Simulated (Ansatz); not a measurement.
# C3H3FS: basis-set convergence

The task here is to estimate one member of a computed series from the others.

Program: Ansatz 0.2.0, Gaussian basis. Level of theory: one geometry, several basis sets. These are calculated values, not measurements.

The runs, in order: PBE0-D4/def2-SVP; ωB97M-V/def2-SVP; PBE0-D4/def2-QZVPP; ωB97M-V/def2-QZVPP; the functionals' def2-TZVPP values are taken from earlier runs.

### Structure used throughout

The geometry comes from an earlier relaxation with PBE0-D4 in a triple-zeta def2 set; it is a stationary point, not always the lowest conformer.

SMILES `FC1C=C1S`, 8 atoms, charge 0, spin multiplicity 1.

Atoms are counted from 1 here; the program's logs count them from 0.

Bond lengths: F1–C2 1.387 Å, C2–C3 1.455 Å, C2–C4 1.461 Å, C2–H6 1.088 Å, C3–C4 1.307 Å, C3–H7 1.076 Å, C4–S5 1.705 Å, S5–H8 1.343 Å. Angles: F1–C2–C3 119.3°, F1–C2–C4 118.3°, F1–C2–H6 108.0°, C3–C2–C4 53.3°, C3–C2–H6 125.1°, C4–C2–H6 124.0°, C2–C3–C4 63.6°, C2–C3–H7 146.9°, C4–C3–H7 149.4°, C2–C4–C3 63.1°, C2–C4–S5 147.7°, C3–C4–S5 149.1°, C4–S5–H8 96.1°.

Set-up of the first run:

in.yaml reads:

```yaml
crystal:
  periodic: [false, false, false]
  atoms:
    - {symbol: F, position_ang: [-0.554332, 0.778303, 1.684133]}
    - {symbol: C, position_ang: [0.104357, 0.759875, 0.463691]}
    - {symbol: C, position_ang: [1.172673, -0.203212, 0.247033]}
    - {symbol: C, position_ang: [0.034030, -0.456286, -0.343486]}
    - {symbol: S, position_ang: [-0.914433, -1.492198, -1.310841]}
    - {symbol: H, position_ang: [0.076565, 1.766766, 0.051660]}
    - {symbol: H, position_ang: [2.183766, -0.494254, 0.472691]}
    - {symbol: H, position_ang: [-2.010426, -0.716093, -1.320580]}
basis:
  gaussian: {orbitals: def2-SVP}
hamiltonian: {xc: pbe0, dispersion: d4}
output: {orbitals: {seedname: orbitals}}
```

Launch:

```
ansatz run in.yaml --threads 2 --pin off --events-out ev --progress --plain --max-ram 4352MiB
```

Among the steps run: PBE0-D4 in def2-SVP; ωB97M-V in def2-SVP; PBE0-D4 in def2-QZVPP; ωB97M-V in def2-QZVPP.

One of the session's tables, all rows but one given; the rest of the session is left out.

It belongs to the step «Density functionals: the series». 

```
functional       basis  HOMO (eV)  LUMO (eV)
   PBE0-D4    def2-SVP      -7.12       0.04
   PBE0-D4  def2-TZVPP      -7.22      -0.21
   PBE0-D4  def2-QZVPP      -7.25      -0.31
   ωB97M-V    def2-SVP          ?          ?
   ωB97M-V  def2-TZVPP      -9.30       1.92
   ωB97M-V  def2-QZVPP      -9.34       1.57
```

**Question.** Estimate the row for ωB97M-V, def2-SVP.

As computed: HOMO (eV): -9.18; LUMO (eV): 2.29. In the column «HOMO (eV)» it lies between ωB97M-V, def2-TZVPP (-9.30) and PBE0-D4, def2-QZVPP (-7.25).
